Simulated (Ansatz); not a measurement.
A nudged elastic band was laid between two geometries of AlH4N + H4Si (11 atoms, charge 0, multiplicity 1).

Method: RKS B3LYP-D4/def2-SVP in Ansatz 0.2.0.

* movable images: 7
* climbing image: yes
* spring: 5.0 eV/Å²
* optimiser: quadratic models (default)
* start path: through a guess of the saddle point
* force threshold: 0.05 eV/Å
* iteration limit: 60
* end points: relaxed

Initial state:

```xyz
11
Properties=species:S:1:pos:R:3
Al 0.200 -0.130 0.579
N 0.034 -1.205 1.986
H -0.839 -1.596 2.327
H 0.798 -1.497 2.589
H 1.656 0.329 0.161
H -1.098 0.192 -0.270
Si -0.489 3.297 0.938
H -1.971 3.356 0.824
H 0.013 4.423 1.774
H 0.144 3.325 -0.407
H -0.112 2.015 1.617
```

Final state:

```xyz
11
Properties=species:S:1:pos:R:3
Al 0.243 0.573 0.223
N -0.031 -0.195 2.143
H -1.014 -0.174 2.428
H 0.279 -1.169 2.200
H 1.823 0.362 0.086
H -0.721 -0.410 -0.590
Si -0.544 2.884 0.606
H -2.001 2.955 0.975
H 0.170 3.536 1.762
H -0.368 3.815 -0.556
H 0.500 0.332 2.842
```

Q: Which bonds break or form, and what moves?

A: Bonds broken: Si7–H11. Bonds formed: Al1–Si7, N2–H11. AlH4N + H4Si becomes AlH8NSi.

Q: What energy profile does the band end with?

A: The forces met the threshold. The highest image is number 4 of 0 to 8, 1.29 eV above the first end and 1.63 eV above the last; the last end lies 0.34 eV below the first. Neighbouring images differ by up to 1.2 eV, so the band resolves the path poorly. A vibrational analysis at the climbing image gives one clearly imaginary mode, 1361i cm⁻¹: a first-order saddle point. The orbitals stay closed-shell, which can raise the energy where a bond breaks towards radicals; this wasn't checked here.

```json
{"image": "0", "path coordinate (Å)": "0.00", "energy (eV)": "0.00", "Si7–H11 (Å)": "1.50", "Al1–Si7 (Å)": "3.51", "N2–H11 (Å)": "3.24"}
{"image": "1", "path coordinate (Å)": "0.74", "energy (eV)": "0.00", "Si7–H11 (Å)": "1.50", "Al1–Si7 (Å)": "3.50", "N2–H11 (Å)": "3.06"}
{"image": "2", "path coordinate (Å)": "1.49", "energy (eV)": "0.05", "Si7–H11 (Å)": "1.50", "Al1–Si7 (Å)": "3.41", "N2–H11 (Å)": "2.70"}
{"image": "3", "path coordinate (Å)": "2.23", "energy (eV)": "0.28", "Si7–H11 (Å)": "1.51", "Al1–Si7 (Å)": "3.15", "N2–H11 (Å)": "2.24"}
{"image": "4", "path coordinate (Å)": "2.97", "energy (eV)": "1.29", "Si7–H11 (Å)": "1.85", "Al1–Si7 (Å)": "2.74", "N2–H11 (Å)": "1.44"}
{"image": "5", "path coordinate (Å)": "3.76", "energy (eV)": "0.09", "Si7–H11 (Å)": "2.51", "Al1–Si7 (Å)": "2.51", "N2–H11 (Å)": "1.03"}
{"image": "6", "path coordinate (Å)": "4.54", "energy (eV)": "-0.30", "Si7–H11 (Å)": "3.18", "Al1–Si7 (Å)": "2.47", "N2–H11 (Å)": "1.02"}
{"image": "7", "path coordinate (Å)": "5.33", "energy (eV)": "-0.32", "Si7–H11 (Å)": "3.34", "Al1–Si7 (Å)": "2.47", "N2–H11 (Å)": "1.02"}
{"image": "8", "path coordinate (Å)": "6.11", "energy (eV)": "-0.34", "Si7–H11 (Å)": "3.55", "Al1–Si7 (Å)": "2.47", "N2–H11 (Å)": "1.02"}
```

Q: What is the geometry of the highest image?

A: 
```xyz
11
Properties=species:S:1:pos:R:3
Al 0.260 0.239 0.243
N -0.144 -0.348 2.008
H -1.006 -0.838 2.248
H 0.573 -0.546 2.704
H 1.807 0.392 -0.049
H -0.863 -0.091 -0.821
Si -0.434 2.756 1.064
H -1.857 3.151 1.302
H 0.440 3.566 1.969
H -0.100 3.167 -0.342
H -0.339 1.058 1.794
```

Run time: 3.3 min on 2 threads of Intel(R) Xeon(R) Platinum 8559C (Emerald Rapids) (shared host), peak memory 0.2 GiB.
